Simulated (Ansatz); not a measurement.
in.yaml

```yaml
crystal:
  periodic: [false, false, false]
  atoms:
    - {symbol: Ge, position_ang: [0.000000, -0.013260, 0.000000]}
    - {symbol: H, position_ang: [0.000000, 0.477794, -1.471871]}
    - {symbol: H, position_ang: [0.000000, 0.477794, 1.471871]}
basis:
  gaussian: {orbitals: aug-cc-pVDZ}
total_charge: 1
magnetization: {spin_polarized: false, initial_magnetization: 1}
correlation: {method: fci, electrons: outside_noble_gas}
```

```sh
$ ansatz run in.yaml --threads 1 --pin off --events-out ev --progress --plain --max-ram 2393MiB
```

Log:

```
935 factors; integrals over basis functions are off by at most 1.7e-7 eV
mean field evaluation 1: about -56494.3147 eV, gradient 6.7e0 eV
mean field evaluation 2: about -56494.3151 eV, gradient 6.7e0 eV
mean field evaluation 4: about -56494.7363 eV, gradient 3.4e-1 eV
mean field evaluation 8: about -56494.7383 eV, gradient 1.2e-4 eV
mean field evaluation 16: about -56494.7351 eV, gradient 4.1e-1 eV
mean field -56494.73828917 eV, -2076.1433386181 hartree, gradient 6.8e-7 eV, S^2 0.750000; 2 other end points of the search recorded, 0 dependent functions left out
mean field evaluation 32: about -56494.6661 eV, gradient 1.7e0 eV
14 core orbitals not correlated: weight in the atoms' cores, before any rotation towards them, 1.000 or more for the frozen orbitals, at most 0.000 for the correlated occupied ones
reference -56494.73828917 eV, -2076.1433386181 hartree; 3, 2 occupied and 37, 38 virtual orbitals, 935 factors
state -56497.08755056 eV, -2076.2296723817 hartree
Total energy: -56497.08755056 eV, -2076.2296723817 hartree
```

Ran on 1 thread of Intel Xeon 6975P-C, shared host: 13 s wall, 0.32 GiB peak host memory.
